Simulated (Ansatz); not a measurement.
Two shapes of singlet NH4(+).

Shape 1:

```xyz
5

N     0.0328   -0.0172   -0.0336
H     0.5523    0.5992    0.6209
H     0.5778   -0.6318   -0.6233
H    -0.5615    0.5805   -0.5596
H    -0.5874   -0.5594    0.6294
```

Shape 2:

```xyz
5

N     0.0000    0.0000    0.0000
H     0.6420    0.6420    0.6420
H     0.6420   -0.6420   -0.6420
H    -0.6420    0.6420   -0.6420
H    -0.6420   -0.6420    0.6420
```

Basis set: 6-31G* (spherical functions). Correlated methods keep 1 orbital frozen. Charge 1, multiplicity 1.

Computed with Ansatz (development build ahead of 0.2.0); each method stands on the lowest determinant of its kind that the runs found.

Which shape is lower in energy, and by how much in each method?

```json
{"method": "RHF", "E(2) − E(1) (eV)": "0.592"}
{"method": "RHF-MP2", "E(2) − E(1) (eV)": "0.352"}
```

Shape 1 is lower.
